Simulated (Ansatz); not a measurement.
**C4H7Cl: how energies converge with the basis set**

The task here is to estimate one member of a computed series from the others.

Program: Ansatz 0.2.0, Gaussian basis. Level of theory: one geometry, several basis sets. These are calculated values, not measurements.

Levels to be run: PBE0-D4/def2-SVP; ωB97M-V/def2-SVP; PBE0-D4/def2-QZVPP; ωB97M-V/def2-QZVPP; the functionals' def2-TZVPP values are taken from earlier runs.

**Structure used throughout**

An earlier PBE0-D4 in a triple-zeta def2 set relaxation fixed the geometry.

SMILES `C=CCCCl`, 12 atoms, charge 0, spin multiplicity 1.

Atoms are counted from 1 here; the program's logs count them from 0.

Bond lengths: C1–C2 1.325 Å, C1–H6 1.084 Å, C1–H7 1.086 Å, C2–C3 1.492 Å, C2–H8 1.087 Å, C3–C4 1.517 Å, C3–H9 1.096 Å, C3–H10 1.096 Å, C4–Cl5 1.788 Å, C4–H11 1.090 Å, C4–H12 1.089 Å. Angles: C2–C1–H6 121.5°, C2–C1–H7 121.6°, H6–C1–H7 116.9°, C1–C2–C3 124.4°, C1–C2–H8 119.6°, C3–C2–H8 116.0°, C2–C3–C4 113.7°, C2–C3–H9 110.1°, C2–C3–H10 109.7°, C4–C3–H9 108.4°, C4–C3–H10 107.6°, H9–C3–H10 107.2°, C3–C4–Cl5 112.1°, C3–C4–H11 111.4°, C3–C4–H12 111.1°, Cl5–C4–H11 106.5°, Cl5–C4–H12 106.2°, H11–C4–H12 109.2°.

Set-up of the first run:

in.yaml reads:

```yaml
crystal:
  periodic: [false, false, false]
  atoms:
    - {symbol: C, position_ang: [-0.872239, 1.500686, 1.017827]}
    - {symbol: C, position_ang: [-0.696019, 0.247599, 0.624768]}
    - {symbol: C, position_ang: [0.618950, -0.334868, 0.226677]}
    - {symbol: C, position_ang: [0.650428, -0.853427, -1.198189]}
    - {symbol: Cl, position_ang: [-0.455458, -2.237862, -1.434060]}
    - {symbol: H, position_ang: [-1.850682, 1.875009, 1.295183]}
    - {symbol: H, position_ang: [-0.042613, 2.198672, 1.081657]}
    - {symbol: H, position_ang: [-1.549731, -0.423461, 0.572942]}
    - {symbol: H, position_ang: [0.885096, -1.157569, 0.899747]}
    - {symbol: H, position_ang: [1.402725, 0.425202, 0.319345]}
    - {symbol: H, position_ang: [0.341612, -0.086098, -1.907485]}
    - {symbol: H, position_ang: [1.644931, -1.209083, -1.464411]}
basis:
  gaussian: {orbitals: def2-SVP}
hamiltonian: {xc: pbe0, dispersion: d4}
output: {orbitals: {seedname: orbitals}}
```

Launch:

```bash
$ ansatz run in.yaml --threads 4 --pin off --events-out ev --progress --plain --max-ram 10444MiB
```

Steps of the session up to this table: PBE0-D4 in def2-SVP; ωB97M-V in def2-SVP; PBE0-D4 in def2-QZVPP; ωB97M-V in def2-QZVPP.

One of the session's tables, all rows but one given; the rest of the session is left out.

It belongs to the step «Density functionals: the series». 

| functional | basis | HOMO (eV) | LUMO (eV) |
| --- | --- | --- | --- |
| PBE0-D4 | def2-SVP | -7.57 | 0.37 |
| PBE0-D4 | def2-TZVPP | ? | ? |
| PBE0-D4 | def2-QZVPP | -7.66 | 0.01 |
| ωB97M-V | def2-SVP | -9.83 | 2.57 |
| ωB97M-V | def2-TZVPP | -9.91 | 2.17 |
| ωB97M-V | def2-QZVPP | -9.93 | 1.78 |

Q: Estimate the row for PBE0-D4, def2-TZVPP from the others.

**Answer.** HOMO (eV): -7.64; LUMO (eV): 0.11. In the column «HOMO (eV)» it lies between PBE0-D4, def2-QZVPP (-7.66) and PBE0-D4, def2-SVP (-7.57).
